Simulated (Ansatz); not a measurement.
# SiH (doublet): wave-function methods side by side at distance Si1–H2 = 1.532 Å, cc-pVTZ

Aim: climb from Hartree-Fock through coupled cluster and multireference methods for SiH (doublet) at one geometry and basis, and see what each rung misses.

Method: cc-pVTZ, core rule «outside noble gas», up to 5 orbitals frozen; program: Ansatz 0.2.0, Gaussian basis.

To be run: UHF; CCSD(T) on ROHF; CCSD(T) on UHF; BCCD(T) on ROHF; CISD; CCSDT(Q) on ROHF; CCSDT(Q) on UHF; CASSCF and MRCISD+Q, 3 electrons in 3 orbitals; CASSCF and NEVPT2, 3 electrons in 3 orbitals; CASSCF and MRCISD+Q, 5 electrons in 5 orbitals; CASSCF and NEVPT2, 5 electrons in 5 orbitals; Full CI.

22 further runs of the same task are left out: 1 for a known fault of the program, 19 that didn't finish, 2 set aside as unsound or not needed.

### Step 1. The system

The geometry derives from a PBE0/def2-TZVP stationary point (not a proven minimum). One bond is set to the value named and the two fragments are kept rigid.

2 atoms, charge 0, spin multiplicity 2.

Atoms are counted from 1 here; the program's logs count them from 0.

Bond lengths: Si1–H2 1.532 Å.

### Step 2. UHF

File in.yaml:

```yaml
crystal:
  periodic: [false, false, false]
  atoms:
    - {symbol: Si, position_ang: [0.000000, 0.000000, 0.000000]}
    - {symbol: H, position_ang: [0.000000, 0.000000, 1.531705]}
basis:
  gaussian: {orbitals: cc-pVTZ}
magnetization: {spin_polarized: true, initial_magnetization: 1}
hamiltonian: {xc: hf}
output: {orbitals: {seedname: orbitals}}
```

Command:

```console
> ansatz run in.yaml --threads 1 --pin off --events-out ev --progress --plain --max-ram 2393MiB
```

Further steps of the session: CCSD(T) on ROHF; CCSD(T) on UHF; BCCD(T) on ROHF; CISD; CCSDT(Q) on ROHF; CCSDT(Q) on UHF; CASSCF and MRCISD+Q, 3 electrons in 3 orbitals; CASSCF and NEVPT2, 3 electrons in 3 orbitals; CASSCF and MRCISD+Q, 5 electrons in 5 orbitals; CASSCF and NEVPT2, 5 electrons in 5 orbitals; Full CI.

Before running them: what should the planned runs give, taken together? Wanted: FCI below the RHF energy; RMP2 from FCI; UMP2 from FCI; RCCSD from FCI; RCCSD(T) from FCI; UCCSD(T) from FCI; RCCSDT(Q) from FCI; UCCSDT(Q) from FCI; NEVPT2 pair from FCI.

The runs gave:

```
                         quantity                                                                                value
         FCI below the RHF energy                                                                           -3.0871 eV
                    RMP2 from FCI                                                                         +71.3 kJ/mol
                    UMP2 from FCI                                                                         +73.3 kJ/mol
                   RCCSD from FCI                                                                         +10.7 kJ/mol
                RCCSD(T) from FCI                                                                          +2.3 kJ/mol
                UCCSD(T) from FCI                                                                          +2.2 kJ/mol
               RCCSDT(Q) from FCI                                                                           0.0 kJ/mol
               UCCSDT(Q) from FCI                                                                           0.0 kJ/mol
             NEVPT2 pair from FCI                                                                         +64.8 kJ/mol
          NEVPT2 valence from FCI                                                                         +60.8 kJ/mol
        MRCISD+Q valence from FCI                                                                          +0.3 kJ/mol
levels within 1 kcal/mol (43 meV)  RCCSD(T), UCCSD(T), BCCD(T), RCCSDT, UCCSDT, RCCSDT(Q), UCCSDT(Q), MRCISD+Q valence
                    T1 diagnostic                                                                                0.023
   effectively unpaired electrons                                                                                 1.07
```

In words: RCCSD(T) misses by +2.3 kJ/mol, 0.8 % of the correlation energy. One determinant dominates. Of the multireference levels listed MRCISD+Q valence comes nearest in total energy (+0.3 kJ/mol), which doesn't show that its space is the better one. These misses are within one basis, not against nature; the frozen cores of restricted and unrestricted runs differ, which can shift their rows.
